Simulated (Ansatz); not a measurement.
A short molecular-dynamics run on C2HF2N (`N#CC(F)F`).

```yaml
crystal:
  periodic: [false, false, false]
  atoms:
    - {symbol: N, position_ang: [1.135711, -1.740371, 0.608411]}
    - {symbol: C, position_ang: [0.534985, -0.821815, 0.275057]}
    - {symbol: C, position_ang: [-0.236662, 0.381029, -0.091222]}
    - {symbol: F, position_ang: [-1.420481, 0.016319, -0.614350]}
    - {symbol: F, position_ang: [0.441620, 1.090258, -1.010479]}
    - {symbol: H, position_ang: [-0.412974, 1.010480, 0.786481]}
basis:
  gaussian: {orbitals: "6-31G*"}
hamiltonian: {xc: {name: revPBE}}
md: {timestep: 1 fs, n_steps: 20, ensemble: nvt_langevin, temperature: 700, initial_velocities: maxwell_boltzmann, friction: 0.01, seed: 110}
```

```sh
$ ansatz run in.yaml --threads 4 --pin off --events-out ev --progress --plain --max-ram 10444MiB
```

```csv
step,time (fs),potential energy (eV),kinetic (eV),T (K),conserved (eV)
0,0.0,-9009.7339,0.4524,583,–
1,1.0,-9009.7212,0.4532,584,–
2,2.0,-9009.6584,0.3532,455,–
3,3.0,-9009.5819,0.2671,344,–
4,4.0,-9009.5144,0.2069,267,–
5,5.0,-9009.4764,0.1693,218,–
6,6.0,-9009.4792,0.2116,273,–
7,7.0,-9009.5220,0.2422,312,–
8,8.0,-9009.5948,0.3437,443,–
9,9.0,-9009.6566,0.3646,470,–
10,10.0,-9009.6656,0.3509,452,–
11,11.0,-9009.6240,0.3087,398,–
12,12.0,-9009.5803,0.3294,425,–
13,13.0,-9009.5923,0.3490,450,–
14,14.0,-9009.6677,0.3765,485,–
15,15.0,-9009.7336,0.4547,586,–
16,16.0,-9009.7182,0.4896,631,–
17,17.0,-9009.6284,0.3802,490,–
18,18.0,-9009.5371,0.2941,379,–
19,19.0,-9009.5068,0.3382,436,–
20,20.0,-9009.5471,0.4107,530,–
```

Velocities are drawn at the set temperature; a run this short doesn't reach equilibrium.

Frames (Å, forces in eV/Å):

```xyz
6
time=0.0 fs
N     1.136   -1.740    0.608    1.735   -2.661    0.944
C     0.535   -0.822    0.275   -1.417    2.172   -0.769
C    -0.237    0.381   -0.091    0.127   -0.004    0.589
F    -1.420    0.016   -0.614   -1.112   -0.405   -0.378
F     0.442    1.090   -1.010    0.724    0.654   -0.769
H    -0.413    1.010    0.786   -0.058    0.242    0.384
6
time=1.0 fs
N     1.138   -1.750    0.604    0.498   -0.774    0.269
C     0.529   -0.816    0.265    0.051   -0.096   -0.052
C    -0.233    0.383   -0.098    0.070   -0.452    0.662
F    -1.419    0.018   -0.609   -1.319   -0.356   -0.432
F     0.437    1.091   -1.001    1.028    1.031   -1.329
H    -0.376    0.989    0.780   -0.328    0.646    0.882
6
time=2.0 fs
N     1.141   -1.760    0.601   -0.661    0.998   -0.369
C     0.522   -0.811    0.254    1.434   -2.238    0.626
C    -0.230    0.385   -0.102   -0.016   -0.693    0.918
F    -1.416    0.021   -0.604   -1.504   -0.287   -0.460
F     0.434    1.092   -0.993    1.267    1.373   -1.780
H    -0.342    0.971    0.787   -0.520    0.847    1.065
6
time=3.0 fs
N     1.144   -1.770    0.598   -1.565    2.376   -0.874
C     0.516   -0.808    0.245    2.517   -3.905    1.169
C    -0.227    0.387   -0.106   -0.150   -0.625    1.457
F    -1.415    0.024   -0.601   -1.608   -0.201   -0.455
F     0.433    1.094   -0.987    1.425    1.626   -2.094
H    -0.314    0.964    0.804   -0.618    0.729    0.797
6
time=4.0 fs
N     1.145   -1.779    0.595   -2.132    3.241   -1.201
C     0.511   -0.807    0.236    3.195   -4.948    1.523
C    -0.224    0.389   -0.108   -0.260   -0.397    2.114
F    -1.414    0.027   -0.599   -1.639   -0.113   -0.426
F     0.434    1.097   -0.981    1.504    1.784   -2.278
H    -0.291    0.963    0.827   -0.668    0.432    0.268
6
time=5.0 fs
N     1.144   -1.784    0.592   -2.322    3.529   -1.332
C     0.509   -0.809    0.228    3.404   -5.255    1.669
C    -0.222    0.391   -0.108   -0.300   -0.207    2.722
F    -1.413    0.029   -0.597   -1.609   -0.021   -0.371
F     0.435    1.100   -0.977    1.522    1.872   -2.353
H    -0.273    0.968    0.854   -0.695    0.082   -0.335
6
time=6.0 fs
N     1.141   -1.786    0.588   -2.128    3.222   -1.253
C     0.510   -0.815    0.220    3.154   -4.827    1.570
C    -0.219    0.392   -0.107   -0.250   -0.122    3.139
F    -1.412    0.030   -0.596   -1.514    0.079   -0.300
F     0.438    1.105   -0.974    1.457    1.856   -2.300
H    -0.256    0.972    0.881   -0.720   -0.207   -0.856
6
time=7.0 fs
N     1.138   -1.784    0.583   -1.593    2.383   -0.966
C     0.514   -0.824    0.214    2.522   -3.781    1.217
C    -0.215    0.393   -0.106   -0.136   -0.128    3.266
F    -1.412    0.031   -0.593   -1.369    0.162   -0.240
F     0.443    1.112   -0.972    1.313    1.716   -2.128
H    -0.242    0.970    0.900   -0.737   -0.352   -1.150
6
time=8.0 fs
N     1.135   -1.780    0.578   -0.734    1.042   -0.475
C     0.520   -0.835    0.210    1.532   -2.164    0.643
C    -0.210    0.392   -0.103   -0.051   -0.243    3.017
F    -1.413    0.032   -0.590   -1.139    0.233   -0.162
F     0.448    1.121   -0.970    1.129    1.484   -1.882
H    -0.233    0.965    0.904   -0.737   -0.352   -1.141
6
time=9.0 fs
N     1.131   -1.776    0.572    0.404   -0.730    0.187
C     0.526   -0.848    0.206    0.252   -0.085   -0.087
C    -0.204    0.392   -0.097    0.004   -0.454    2.368
F    -1.415    0.032   -0.586   -0.845    0.305   -0.045
F     0.452    1.130   -0.970    0.919    1.188   -1.572
H    -0.227    0.958    0.896   -0.734   -0.225   -0.851
6
time=10.0 fs
N     1.128   -1.771    0.567    1.644   -2.655    0.926
C     0.533   -0.860    0.203   -1.111    2.120   -0.875
C    -0.199    0.392   -0.088    0.056   -0.812    1.372
F    -1.417    0.032   -0.581   -0.567    0.368    0.077
F     0.456    1.139   -0.970    0.719    0.893   -1.249
H    -0.221    0.946    0.880   -0.741    0.085   -0.252
6
time=11.0 fs
N     1.125   -1.769    0.563    2.670   -4.253    1.549
C     0.538   -0.870    0.200   -2.222    3.951   -1.520
C    -0.193    0.392   -0.079    0.075   -1.248    0.156
F    -1.418    0.032   -0.576   -0.321    0.419    0.176
F     0.459    1.149   -0.970    0.523    0.605   -0.909
H    -0.221    0.934    0.861   -0.726    0.525    0.549
6
time=12.0 fs
N     1.124   -1.770    0.560    3.192   -5.074    1.867
C     0.540   -0.877    0.196   -2.767    4.928   -1.820
C    -0.188    0.391   -0.070    0.047   -1.495   -1.014
F    -1.420    0.033   -0.569   -0.115    0.446    0.231
F     0.464    1.160   -0.971    0.316    0.288   -0.545
H    -0.228    0.927    0.846   -0.674    0.907    1.282
6
time=13.0 fs
N     1.125   -1.774    0.558    2.973   -4.758    1.721
C     0.541   -0.880    0.191   -2.484    4.604   -1.623
C    -0.183    0.387   -0.062   -0.067   -1.303   -1.767
F    -1.422    0.035   -0.562    0.033    0.430    0.229
F     0.468    1.171   -0.971    0.131   -0.031   -0.223
H    -0.240    0.929    0.837   -0.585    1.058    1.663
6
time=14.0 fs
N     1.128   -1.782    0.557    2.072   -3.394    1.149
C     0.539   -0.878    0.186   -1.438    3.068   -0.973
C    -0.177    0.381   -0.057   -0.353   -0.539   -1.801
F    -1.423    0.037   -0.554    0.149    0.376    0.198
F     0.471    1.183   -0.972    0.000   -0.311    0.026
H    -0.255    0.942    0.839   -0.430    0.800    1.401
6
time=15.0 fs
N     1.133   -1.793    0.558    0.830   -1.491    0.365
C     0.536   -0.873    0.180    0.008    0.873   -0.100
C    -0.170    0.375   -0.053   -0.765    0.625   -1.287
F    -1.425    0.042   -0.546    0.235    0.314    0.157
F     0.473    1.193   -0.973   -0.097   -0.543    0.228
H    -0.270    0.960    0.855   -0.211    0.223    0.637
6
time=16.0 fs
N     1.137   -1.805    0.560   -0.405    0.428   -0.422
C     0.533   -0.867    0.174    1.480   -1.405    0.767
C    -0.164    0.370   -0.051   -1.234    1.827   -0.652
F    -1.426    0.046   -0.538    0.319    0.269    0.111
F     0.475    1.204   -0.972   -0.180   -0.739    0.386
H    -0.282    0.978    0.879    0.020   -0.381   -0.190
6
time=17.0 fs
N     1.141   -1.817    0.560   -1.367    1.948   -1.034
C     0.531   -0.862    0.169    2.652   -3.247    1.430
C    -0.157    0.366   -0.050   -1.664    2.793   -0.159
F    -1.428    0.049   -0.529    0.416    0.246    0.065
F     0.477    1.215   -0.971   -0.257   -0.910    0.512
H    -0.291    0.993    0.901    0.219   -0.830   -0.815
6
time=18.0 fs
N     1.145   -1.828    0.558   -1.943    2.888   -1.392
C     0.532   -0.859    0.166    3.338   -4.354    1.792
C    -0.151    0.364   -0.050   -1.940    3.338    0.112
F    -1.430    0.051   -0.520    0.508    0.228    0.015
F     0.479    1.225   -0.971   -0.322   -1.047    0.598
H    -0.298    1.001    0.914    0.358   -1.054   -1.126
6
time=19.0 fs
N     1.147   -1.838    0.554   -2.135    3.228   -1.501
C     0.536   -0.861    0.164    3.484   -4.607    1.845
C    -0.146    0.364   -0.051   -2.052    3.391    0.210
F    -1.433    0.055   -0.511    0.616    0.211   -0.030
F     0.481    1.233   -0.970   -0.352   -1.140    0.625
H    -0.299    1.000    0.915    0.438   -1.082   -1.149
6
time=20.0 fs
N     1.150   -1.846    0.549   -1.973    2.984   -1.379
C     0.542   -0.869    0.164    3.138   -4.021    1.611
C    -0.140    0.367   -0.052   -1.990    2.984    0.135
F    -1.435    0.061   -0.501    0.726    0.201   -0.066
F     0.482    1.241   -0.969   -0.362   -1.212    0.629
H    -0.294    0.994    0.906    0.461   -0.937   -0.931
```

It took 7.5 s on 4 threads of an Intel Xeon Platinum 8488C on a shared host, with 0.36 GiB of host memory at the peak.
